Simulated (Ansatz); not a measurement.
## Several solutions for doublet C₂H

```xyz
3

H     0.0000    0.0000   -1.0500
C     0.0000    0.0000    0.0000
C     0.0000    0.0000    3.1720
```

Basis set: 6-31G (spherical functions). Charge 0, multiplicity 2.

PBE0 (unrestricted) was run from several starts with Ansatz (development build ahead of 0.2.0).

| run | program | start | converged | energy (hartree) | <S²> |
| --- | --- | --- | --- | --- | --- |
| A | Ansatz | search for the lowest state | yes | -76.20506 | 1.90 |
| B | Ansatz | stability test followed | yes | -76.18573 | 1.89 |
| C | Ansatz | atomic start, no search | yes | -76.18573 | 1.89 |

Problem. Which runs reached the lowest solution of this kind, and what is wrong with the others?

Solution. A reached the lowest solution found. Converged but too high: B by 0.53 eV, C by 0.53 eV. Convergence only shows a stationary point, and even a stable one can lie too high; stability tests and further starts are what find lower ones. Caution: charge can spread falsely over distant fragments. Caution: the unrestricted determinant is a mixture of spin states.
